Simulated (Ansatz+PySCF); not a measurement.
**singlet H₂O: levels of theory in one basis**

```xyz
3

O     0.0000    0.0000   -0.1197
H     0.0000    1.1313    0.7778
H     0.0000   -0.7542    0.4787
```

Basis set: cc-pVDZ (spherical functions). Frozen core: 1 orbital. Charge 0, multiplicity 1.

Computed with Ansatz (development build ahead of 0.2.0); each method stands on the lowest determinant of its kind that the runs found. NEVPT2 correlates all electrons. Active spaces start from the frontier orbitals, and the lowest solution found is given.

```json
{"method": "RHF", "E − E(RHF) (eV)": "0.00", "<S²> of the determinant": "0.00"}
{"method": "UHF", "E − E(RHF) (eV)": "-0.16", "<S²> of the determinant": "0.34"}
{"method": "RHF-MP2", "E − E(RHF) (eV)": "-5.97", "<S²> of the determinant": "–"}
{"method": "RHF-CCSD", "E − E(RHF) (eV)": "-6.32", "<S²> of the determinant": "–"}
{"method": "RHF-CCSD(T)", "E − E(RHF) (eV)": "-6.46", "<S²> of the determinant": "–"}
{"method": "UHF-CCSD(T)", "E − E(RHF) (eV)": "-6.44", "<S²> of the determinant": "0.34"}
{"method": "CASSCF(8,6)", "E − E(RHF) (eV)": "-2.25", "<S²> of the determinant": "–"}
{"method": "CASSCF(2,2)", "E − E(RHF) (eV)": "-1.39", "<S²> of the determinant": "–"}
{"method": "SC-NEVPT2(2,2)", "E − E(RHF) (eV)": "-6.19", "<S²> of the determinant": "–"}
{"method": "SC-NEVPT2(8,6)", "E − E(RHF) (eV)": "-5.94", "<S²> of the determinant": "–"}
```

**Question.** What does UHF-MP2 give on the same scale?

**Answer.** -5.35 eV.

**Question.** Is a single determinant a sound starting point here?

**Answer.** Only with care. Unrestricted orbitals gain 0.16 eV and <S²> is 0.34 against 0.00 for a pure state, so spin symmetry breaks but gains little energy; restricted orbitals can still serve. The CASSCF(8,6) natural occupations are 2.00, 2.00, 1.98, 1.89, 0.11, 0.03. The CASSCF(2,2) natural occupations are 1.87, 0.13.

Caution for UHF, UHF-MP2, UHF-CCSD(T): the unrestricted determinant is spin contaminated. Caution for RHF-MP2, UHF-MP2, RHF-CCSD, RHF-CCSD(T), UHF-CCSD(T): bonds are stretched, where a single reference can fail. Caution for UHF-MP2, UHF-CCSD(T): a plain start can end on a higher determinant. Caution for UHF-MP2: another reference gives a lower total. Caution for CASSCF(2,2): other starts end on other solutions of this active space.
